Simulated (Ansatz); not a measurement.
# AlClH3N: the cost of one run

All numbers below are computed with Ansatz 0.2.0 (RKS B3LYP-D4/6-31G*).

## Step 1: The structure to begin with

Bond lengths: Al1–N2 2.120 Å, N2–H3 1.060 Å, N2–H4 1.060 Å, Al1–H5 1.760 Å, Al1–Cl6 2.230 Å. Angles: Al1–N2–H3 80.9°, Al1–N2–H4 156.6°, H3–N2–H4 120.0°, N2–Al1–H5 43.0°, N2–Al1–Cl6 160.6°, H5–Al1–Cl6 156.4°.

Structure file:

```xyz
6

Al    0.0000    0.0000    0.0000
N     1.3790    0.0000    1.6102
H     0.5020   -0.2713    2.1402
H     2.2560    0.2713    2.1402
H     1.7491    0.0000    0.1958
Cl   -1.9312    0.0000   -1.1150
```

## Step 2: A restrained relaxation towards end A

Springs on the bonds that form and break draw the guess towards this end; the thresholds are loose.

Input file input.yaml:

```yaml
crystal:
  periodic: [false, false, false]
  atoms:
    - { symbol: Al, position_ang: [0.0, 0.0, 0.0] }
    - { symbol: "N", position_ang: [1.379, 0.0, 1.6102] }
    - { symbol: H, position_ang: [0.502, -0.2713, 2.1402] }
    - { symbol: H, position_ang: [2.256, 0.2713, 2.1402] }
    - { symbol: H, position_ang: [1.7491, 0.0, 0.1958] }
    - { symbol: Cl, position_ang: [-1.9312, 0.0, -1.115] }
basis:
  gaussian: { orbitals: "6-31G*" }
hamiltonian:
  xc: b3lyp
  dispersion: d4
relax:
  f_tol: 0.15
  max_steps: 25
  restrain:
    - { distance: [1, 4], at: 2.26, k: 30.0 }
    - { distance: [0, 1], at: 1.92, k: 30.0 }
    - { distance: [0, 4], at: 1.56, k: 30.0 }
```

Started as:

```sh
$ ansatz run input.yaml --threads 1 --pin off --max-ram 2048MiB --backend cpu --events-out ev --progress --plain --runs-dir out
```

What time and memory should one allow on 1 thread of Arm Neoverse V1, shared host?

About 22 s, with a peak of 0.13 GiB.
